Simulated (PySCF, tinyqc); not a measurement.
Inside a calculation. Method: CCD on RHF in the sto-3g basis, for CH+, spin multiplicity 1. The lowest restricted solution is unstable here: a spin-polarised one lies 0.0082 hartree lower (PySCF). One step of it, computed by the program tinyqc.

Task: CCD: starting amplitudes. t_ij^ab = <ij||ab> / (e_i + e_j - e_a - e_b), whose energy is MP2.

orbital energies (hartree): MO1 -11.661110, MO2 -1.152199, MO3 -0.797221, MO4 -0.256345, MO5 -0.256345, MO6 -0.035390

Two-electron integrals over orbitals (pq|rs), unique and non-zero (hartree):
```
p,q,r,s,(pq|rs)
1,1,1,1,3.513854
2,1,1,1,-0.332896
2,1,2,1,0.050371
2,2,1,1,0.789711
2,2,2,1,-0.012259
2,2,2,2,0.578027
3,1,1,1,0.129436
3,1,2,1,-0.017023
3,1,2,2,0.013118
3,1,3,1,0.019642
3,2,1,1,-0.095030
3,2,2,1,0.007626
3,2,2,2,0.012542
3,2,3,1,0.014475
3,2,3,2,0.109732
3,3,1,1,0.715646
3,3,2,1,-0.010000
3,3,2,2,0.519702
3,3,3,1,-0.006023
3,3,3,2,-0.040762
3,3,3,3,0.564725
4,1,4,1,0.021445
4,2,4,1,0.026592
4,2,4,2,0.113316
4,3,4,1,-0.010189
4,3,4,2,-0.035935
4,3,4,3,0.038854
4,4,1,1,0.852068
4,4,2,1,-0.010319
4,4,2,2,0.580532
4,4,3,1,0.003838
4,4,3,2,-0.052495
4,4,3,3,0.531679
4,4,4,4,0.672833
5,1,5,1,0.021445
5,2,5,1,0.026592
5,2,5,2,0.113316
5,3,5,1,-0.010189
5,3,5,2,-0.035935
5,3,5,3,0.038854
5,4,5,4,0.036269
5,5,1,1,0.852068
5,5,2,1,-0.010319
5,5,2,2,0.580532
5,5,3,1,0.003838
5,5,3,2,-0.052495
5,5,3,3,0.531679
5,5,4,4,0.600295
5,5,5,5,0.672833
6,1,1,1,0.105431
6,1,2,1,-0.018323
6,1,2,2,-0.002884
6,1,3,1,-0.005387
6,1,3,2,-0.016332
6,1,3,3,0.011134
6,1,4,4,0.002998
6,1,5,5,0.002998
6,1,6,1,0.016337
6,2,1,1,-0.171293
6,2,2,1,0.002973
6,2,2,2,-0.083125
6,2,3,1,-0.013479
6,2,3,2,-0.006728
6,2,3,3,-0.014795
6,2,4,4,-0.091130
6,2,5,5,-0.091130
6,2,6,1,0.008968
6,2,6,2,0.079461
6,3,1,1,-0.214012
6,3,2,1,0.004662
6,3,2,2,-0.069043
6,3,3,1,0.002814
6,3,3,2,0.079426
6,3,3,3,-0.071898
6,3,4,4,-0.113915
6,3,5,5,-0.113915
6,3,6,1,-0.005364
6,3,6,2,0.063192
6,3,6,3,0.137308
6,4,4,1,-0.007638
6,4,4,2,-0.031795
6,4,4,3,-0.006582
6,4,6,4,0.021235
6,5,5,1,-0.007638
6,5,5,2,-0.031795
6,5,5,3,-0.006582
6,5,6,5,0.021235
6,6,1,1,0.590799
6,6,2,1,-0.004688
6,6,2,2,0.499443
6,6,3,1,0.012157
6,6,3,2,0.087434
6,6,3,3,0.490840
6,6,4,4,0.444801
6,6,5,5,0.444801
6,6,6,1,-0.007257
6,6,6,2,0.006492
6,6,6,3,0.070483
6,6,6,6,0.623704
```

Give: Starting amplitudes; correlation energy.

Result:

Starting amplitudes (spin orbitals 1a, 1b, ...; amplitudes related by a flip of all spins are not repeated):
```
from,to,t
3a 3b,6a 6b,-0.0901
2a 2b,5a 5b,-0.0632
2a 2b,4a 4b,-0.0632
3a 3b,5a 5b,-0.0359
3a 3b,4a 4b,-0.0359
2a 2b,6a 6b,-0.0356
2a 3b,6a 6b,-0.0336
2a 3b,4a 4b,0.0250
2a 3b,5a 5b,0.0250
1a 2b,5a 5b,-0.0022
1a 2b,4a 4b,-0.0022
1a 1b,5a 5b,-0.0009
1a 1b,4a 4b,-0.0009
1a 3b,5a 5b,0.0009
1a 3b,4a 4b,0.0009
1a 2b,6a 6b,-0.0007
1a 1b,6a 6b,-0.0007
1a 3b,6a 6b,4.33e-04
```

correlation energy = -0.040505 hartree
